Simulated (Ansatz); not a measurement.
Species: C2H4Cl, charge 0, multiplicity 2. It need not be the lowest isomer of its formula. 
Geometry from a B3LYP-D3(BJ)/def2-TZVP (Ansatz, a program for electronic structure) optimisation:
SMILES: [CH](Cl)C
```xyz
7

C      0.0564     0.7313    -0.1308
C      1.5231     0.6764     0.0481
Cl    -0.8683    -0.7044     0.0493
H     -0.4610     1.5395    -0.6239
H      1.9378     1.6857     0.0383
H      1.7926     0.1987     0.9939
H      2.0151     0.1039    -0.7502
```
Charge 0, spin multiplicity 2.

Parts of the frozen-core correlation energy in 6-31G (Ansatz, hartree). Frozen orbitals: 7; correlated occupied orbitals by spin: 10 and 9; virtual: 22 and 23. UHF or UKS for open shells. Spin-orbit coupling is left out. No relativistic terms.

```tsv
term	value
reference (HF)	-537.44612
MP2 opposite-spin	-0.15962
MP2 same-spin	-0.04402
CCSD correlation	-0.23675
(T)	-0.00496
T1 diagnostic	0.012
largest doubles amplitude	0.031
<S^2> of the reference	0.766
```
